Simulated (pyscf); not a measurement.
Single points on ωB97X-D3(BJ)/def2-SVP structures (PySCF, gas phase).

Task: Estimate the classical barrier height and the reaction energy of `[NH2][SiH]([NH2])[F]` + `[H][H]` -> `[NH2][SiH2][F]` + `[NH3]` at ωB97M-D3(BJ)/def2-TZVP. The step runs on the singlet surface, breaks N–Si, H–H and forms H–Si, H–N; take the separated reactants as zero.

Result: ΔE‡ = 195.4 kJ/mol, ΔE = +53.3 kJ/mol. Zero-point energy shifts the barrier by +15.4 kJ/mol. It is a four-centre exchange, with an imaginary mode of 1436i cm⁻¹. At the saddle there is also a short H–Si contact that neither side keeps. One saddle was located; it need not be the lowest between these sides.
